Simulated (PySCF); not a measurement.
**TDDFT excited states: C4H3FS**

Species: C4H3FS.
Numbering: `[F:1][c:2]1[cH:3][cH:4][cH:5][s:6]1` (hydrogens: H7 on C3; H8 on C4; H9 on C5)

Method: TDDFT CAM-B3LYP/def2-SVPD, vertical, gas phase, core orbitals frozen in the response in PySCF. Geometry: PBE0-D3(BJ)/def2-SVP; no solvent, vibrations or thermal averaging.

```json
{"state": "S1", "E (eV)": "5.68", "λ (nm)": "218.3", "ν̃ (cm⁻¹)": "45800", "f": "0.074", "symmetry": "A′", "main configurations (H = HOMO, L = LUMO)": "H→L (96%)"}
{"state": "S2", "E (eV)": "5.82", "λ (nm)": "213.0", "ν̃ (cm⁻¹)": "46960", "f": "0.0022", "symmetry": "A″", "main configurations (H = HOMO, L = LUMO)": "H→L+1 (85%)"}
{"state": "S3", "E (eV)": "6.08", "λ (nm)": "203.9", "ν̃ (cm⁻¹)": "49040", "f": "0.083", "symmetry": "A′", "main configurations (H = HOMO, L = LUMO)": "H-1→L (81%), H→L+5 (13%)"}
{"state": "S4", "E (eV)": "6.26", "λ (nm)": "198.1", "ν̃ (cm⁻¹)": "50480", "f": "0.0002", "symmetry": "–", "main configurations (H = HOMO, L = LUMO)": "H-1→L+1 (79%)"}
{"state": "S5", "E (eV)": "6.65", "λ (nm)": "186.4", "ν̃ (cm⁻¹)": "53650", "f": "0.0000", "symmetry": "–", "main configurations (H = HOMO, L = LUMO)": "H→L+2 (81%), H→L+3 (9%)"}
{"state": "S6", "E (eV)": "7.01", "λ (nm)": "176.8", "ν̃ (cm⁻¹)": "56550", "f": "0.012", "symmetry": "A″", "main configurations (H = HOMO, L = LUMO)": "H→L+3 (50%), H→L+4 (37%)"}
{"state": "S7", "E (eV)": "7.28", "λ (nm)": "170.4", "ν̃ (cm⁻¹)": "58700", "f": "0.0064", "symmetry": "A″", "main configurations (H = HOMO, L = LUMO)": "H-1→L+2 (72%), H→L+3 (11%)"}
{"state": "S8", "E (eV)": "7.39", "λ (nm)": "167.7", "ν̃ (cm⁻¹)": "59640", "f": "0.0029", "symmetry": "A″", "main configurations (H = HOMO, L = LUMO)": "H→L+4 (34%), H→L+6 (17%), H-1→L+2 (13%)"}
{"state": "S9", "E (eV)": "7.56", "λ (nm)": "163.9", "ν̃ (cm⁻¹)": "61020", "f": "0.314", "symmetry": "A′", "main configurations (H = HOMO, L = LUMO)": "H→L+5 (77%), H-1→L (13%)"}
{"state": "S10", "E (eV)": "7.58", "λ (nm)": "163.5", "ν̃ (cm⁻¹)": "61160", "f": "0.012", "symmetry": "A″", "main configurations (H = HOMO, L = LUMO)": "H→L+6 (71%), H→L+3 (12%)"}
```

Triplets (Tamm–Dancoff): T1 3.65 eV, H→L (94%); T2 4.80 eV, H-1→L (87%); T3 5.56 eV, H→L+1 (79%); T4 5.71 eV, H→L+5 (56%), H→L+7 (23%), H-1→L (11%).

The lowest singlet comes at 218 nm (548 kJ/mol) in the ultraviolet; it is of moderate strength; its leading configuration is HOMO→LUMO (96%). The strongest level in the table is S9 at 7.56 eV (164 nm, f = 0.314). Löwdin shares by element: HOMO carbon 80% (atoms not listed hold the other 20%); LUMO carbon 55% or more, sulfur 24% (atoms not listed hold the other 22%). Of the 10 states listed, 5 reach f = 0.01 and 2 stay under 0.0005. The listed states span 1.90 eV, and the widest gap between neighbours is 0.39 eV (S4 to S5). The oscillator strengths of these states sum to 0.506; summed over the whole spectrum of an exact calculation they would give the number of electrons, 52 (Thomas–Reiche–Kuhn). The vertical ionisation energy (ΔSCF) is 8.98 eV, 1.39 eV above S10. Symmetry labels in Cs follow from the direction of the transition dipole and are given only for states with f of 0.002 or more. The window holds the lowest 10 singlets.
